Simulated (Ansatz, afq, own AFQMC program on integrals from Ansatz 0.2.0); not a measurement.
Two steps: Ansatz 0.2.0 writes the Fock matrix and Cholesky factors of the valence space, and afq projects on them the lowest state that overlaps trial and start.

```yaml
crystal:
  periodic: [false, false, false]
  atoms:
    - {symbol: Al, position_ang: [-1.702394, 0.000000, 0.000000]}
    - {symbol: H, position_ang: [-2.495318, 1.373384, 0.000000]}
    - {symbol: H, position_ang: [-2.495318, -1.373384, 0.000000]}
    - {symbol: H, position_ang: [0.361606, 0.000000, 0.000000]}
    - {symbol: Si, position_ang: [1.801606, 0.000000, 0.000000]}
basis:
  gaussian: {orbitals: cc-pVTZ}
magnetization: {spin_polarized: true, initial_magnetization: 2}
correlation: {method: ccsd_t, electrons: outside_noble_gas, hamiltonian_folder: ham}
```

```sh
$ ansatz run in.yaml --threads 1 --pin off --events-out ev --progress --plain --max-ram 16896MiB --backend cuda --devices 0, --max-vram 18GiB
```

afq runs on the folder ham with

```
--method phaseless --trial hf --walkers 1000 --populations 20 --least-time 40 --time-step 0.005 --steps-per-block 20 --equilibration-blocks 112 --max-blocks 4000 --target-error 0.0009500 --factor-cut 1e-05 --start spin_pure --seed 9899 --taylor-order 6
```

Times are imaginary, in 1/Eh. The walk had a cap of 93 s. With eight or more populations the least sampling time is a fifth of least-time, and the error comes from their spread.

afq prints:

```
orbitals 100  electrons 6 4  factors 636 of 652
reference energy -532.46338414 Eh
CCSD correlation -0.20834503 Eh in 16 cycles, weight of the determinant in the CISD state 0.8429
energy of the start -532.463962 Eh
 block  time / (1/Eh)  mean weight  energy / Eh
     1     0.100  1.0001  -532.500625
     2     0.200  1.0009  -532.527823
     3     0.300  1.0008  -532.548000
     4     0.400  1.0006  -532.564406
     5     0.500  1.0007  -532.579247
     8     0.800  1.0003  -532.609477
    15     1.500  0.9995  -532.646604
    29     2.900  1.0002  -532.669408
    36     3.600  0.9998  -532.676497
    57     5.700  1.0005  -532.676940
    78     7.800  1.0002  -532.678253
    99     9.900  1.0001  -532.676401
   120    12.000  0.9996  -532.674043
   141    14.100  1.0004  -532.673619
   162    16.200  1.0008  -532.687820
   183    18.300  0.9998  -532.679706
   204    20.400  1.0004  -532.680823
   225    22.500  1.0003  -532.681036
   246    24.600  1.0003  -532.673523
   267    26.700  1.0000  -532.682325
   281    28.100  1.0005  -532.680798
error from the spread of 20 populations
energy -532.679171 +/- 0.000948 Eh
(rows thinned)
```

The run passed its tests (sampling time, drift between the halves within three errors, error under three times the target), which doesn't prove that it has relaxed.

Against this walk (error 25.8 meV) on the same determinant: CCSD(T) 17.1 meV lower (within the noise), CCSDT(Q) 86.3 meV lower, a separate phaseless walk with a CISD trial and standard settings 46.1 ± 26.3 meV lower (within the noise). The error is statistical and leaves out the bias of the constraint. CCSDT(Q) is the surest value here, so the walk's 86 meV above it is most likely the bias of the constraint with this trial, which can have either sign.

Cautions: constraint bias not in the error; lower spins were not checked.

The walk took 56 s on 1 × NVIDIA H100 80GB HBM3 with 2 threads of AMD EPYC 7R13 Processor (Zen 3), on a shared host (the card was shared). The log's last line is the phaseless energy.

CCSDT and higher add their correlation energy to the determinant of the CCSD(T) run, since their own runs factorise the integrals more tightly (a shift of under 2 meV). A walk keeps the symmetry of its determinant, which the program's search chose and which needn't be the lowest solution, so a lower state of the same spin and another symmetry isn't excluded.
